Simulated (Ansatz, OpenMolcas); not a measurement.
## From OpenMolcas to Ansatz

This OpenMolcas 26.06 job computes BNH3 (SMILES B[NH]):

mol.input:
```
>>> EXPORT MOLCAS_PRINT=2

&GATEWAY
  BasLib=$CurrDir
  Coord
  5
  angstrom
  B       -0.310800      -0.370100      -0.091600
  N        0.531200       0.655200      -0.019800
  H       -0.414800      -1.107400       0.862500
  H       -0.964100      -0.573100      -1.081900
  H        1.208400       1.321700       0.289300
  Basis=def2-TZVPP
  Group=NoSym

&SEWARD
  GridInput
  Grid=UltraFine
  End of Grid

&SCF
  UHF
  Spin=2
  KSDFT=HYB_GGA_XC_BHANDHLYP
  Thresholds=1e-10 1e-07 1e-07 1e-05
  PrOrbitals=1

&ALASKA
```

```bash
$ export MOLCAS_MEM=1860
$ pymolcas mol.input > mol.log
```

(Basis files named in the input come from the Basis Set Exchange and aren't shown.)

The coordinates come from a PBE0-D4/def2-TZVP relaxation.

It gives a total energy of -81.339206 Eh.

Translate the job to Ansatz 0.2.0 as an input file of the program's own, asking for the energy.

One way, which was run:

in.yaml:
```yaml
crystal:
  periodic: [false, false, false]
  atoms:
    - symbol: B
      position_ang: [-0.310800, -0.370100, -0.091600]
    - symbol: "N"
      position_ang: [0.531200, 0.655200, -0.019800]
    - symbol: H
      position_ang: [-0.414800, -1.107400, 0.862500]
    - symbol: H
      position_ang: [-0.964100, -0.573100, -1.081900]
    - symbol: H
      position_ang: [1.208400, 1.321700, 0.289300]
basis:
  gaussian: {orbitals: def2-TZVPP}
magnetization: {spin_polarized: true, initial_magnetization: 1}
hamiltonian: {xc: {name: BHLYP}}
accuracy: high
output: {orbitals: {seedname: orbitals}}
```

```bash
$ ansatz run in.yaml --threads 1 --pin off --max-ram 3480MiB --events-out events.jsonl --progress --plain --runs-dir runs
```

Its energy is -81.339206 Eh, the same as the first but for the last digit, at most.
